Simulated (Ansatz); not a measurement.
Coupled-cluster diagnostics for the cluster P2S4⁺, Ansatz.

Geometry of the doublet (PBE0-D4/def2-SVP):

```xyz
6

P    -0.252    0.252    0.817
P    -0.932   -2.056   -0.938
S     0.861   -1.310   -0.219
S    -2.087   -0.492   -0.402
S     0.410    2.002   -0.205
S     2.000    1.603    0.947
```

Correlated methods freeze 30 core orbitals. Another isomer (doublet) lies 0.70 eV lower at PBE0-D4/def2-TZVP; other spin states weren't run for this one.

Task: Estimate the CCSD(T) correlation energy, the shares of MP2 and (T), T1 and the reference's ⟨S²⟩ for: charge 1, doublet, own geometry in def2-SVP; and the rough time on 4 threads of Arm Neoverse V1 on a shared host.

Result: 
```json
{"state": "charge 1, doublet, own geometry", "basis": "def2-SVP", "correlation (eV)": "-22.201", "MP2 share (%)": "87.8", "(T) share (%)": "5.1", "T1": "0.030", "⟨S²⟩ (pure)": "0.76 (0.75)", "wall time": "16 s"}
```
Customary marks for T1 are 0.02 (closed shells), 0.045 (open shells) and about 0.05 (3d metals). T1 exceeds 0.02 in 1 of 1 rows and 0.045 in 0; the higher it lies, the less the single-reference result can be trusted.
